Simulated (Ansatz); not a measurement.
A made-up structure of CH$_{4}$AlO (charge -1), closed shell:

C1  (-1.269, 0.343, -0.619)
Al2  (0.309, 0.096, 0.272)
O3  (1.417, -1.268, 0.102)
H4  (-1.713, -0.324, -1.360)
H5  (-1.881, 1.229, -0.437)
H6  (0.950, 1.113, 1.377)
H7  (-0.863, 0.016, 0.304)
(Å)

It is relaxed with PBE-D4/def2-SVPD and then PBE0-D4/def2-TZVPD (Ansatz 0.2.0). Atoms count as bonded within 1.22 times the sum of their covalent radii (H–H: 0.88 Å). The end point is not checked to be a true minimum.

Task: Does its bonding change? (Judge from chemistry; the calculation decides.)

Result: Computed: Yes. Formed: none; broken: Al2–H7.

Where it ends: The first stage lowers the energy by 4.87 eV in 18 steps. It ends as CH₄AlO ([CH3][AlH][O]), total charge -1:
```
atom    x (Å)    y (Å)    z (Å)
  C1  -1.2798   0.2349  -0.3585
 Al2   0.6165   0.0222   0.2607
  O3   1.7265  -1.0442  -0.3033
  H4  -1.5396  -0.4637  -1.1609
  H5  -1.4619   1.2549  -0.7240
  H6   0.8718   1.1243   1.4553
  H7  -1.9833   0.0765   0.4704
```

Labels in which every atom is bracketed show which atoms are joined, not bond orders.

For scale, one of the runs: PBE0-D4/def2-TZVPD relaxation, 156 basis functions, launched by `ansatz run in.yaml --threads 2 --pin off --events-out ev --progress --plain --max-ram 4352MiB`. Hardware: 2 CPU threads of an Arm Neoverse V2, shared host. Wall time about 30 s.
